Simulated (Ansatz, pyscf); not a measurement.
`[NH]=[Si]` [singlet] + `[OH2]` → `[NH2][Si][OH]` [singlet], an addition across a multiple bond or ene-type step on the singlet surface: H–O broken, H–N, O–Si formed. Single points on ωB97X-D3(BJ)/def2-SVP structures (PySCF, gas phase). Wave-function energies: Ansatz (an electronic-structure program), frozen core, RHF or UHF references. In kJ/mol, from the separated reactants.

```
level                      barrier  reaction energy
----------------------  ----------  ---------------
ωB97X-D3(BJ)/def2-TZVP        2.18          -224.04
ωB97M-D3(BJ)/def2-TZVP        7.13          -210.93
CCSD(T)/cc-pV(D+d)Z          26.06          -167.23
CCSDT(Q)/cc-pV(D+d)Z    (withheld)       (withheld)
CCSD(T)/cc-pV(T+d)Z          18.85          -197.43
CCSD(T)/cc-pV(Q+d)Z     (withheld)          -200.63
```

Some entries are withheld; supply them.


- CCSDT(Q)/cc-pV(D+d)Z, barrier: 26.11
- CCSDT(Q)/cc-pV(D+d)Z, reaction energy: -165.59
- CCSD(T)/cc-pV(Q+d)Z, barrier: 18.90

In cc-pV(D+d)Z, going from CCSD(T) to CCSDT(Q) shifts the barrier by +0.05 and the reaction energy by +1.64 kJ/mol. With HF in the quadruple-zeta basis and the correlation energy extrapolated as X⁻³ from X = 3, 4, CCSD(T) gives 17.05 and -203.57; adding the double-zeta shift gives ΔE‡ = 17.10 and ΔE = -201.93 kJ/mol, without core correlation, relativity or geometry relaxation at these levels. On the reactant side the descent ends in a complex, 19.05 kJ/mol under the separated species and 21.23 kJ/mol under the saddle at ωB97X-D3(BJ)/def2-TZVP. The reactants may also form a dative adduct at HN=Si: [singlet]; it and routes through it were not searched. This is the saddle that the search found; another between the same sides may lie lower.
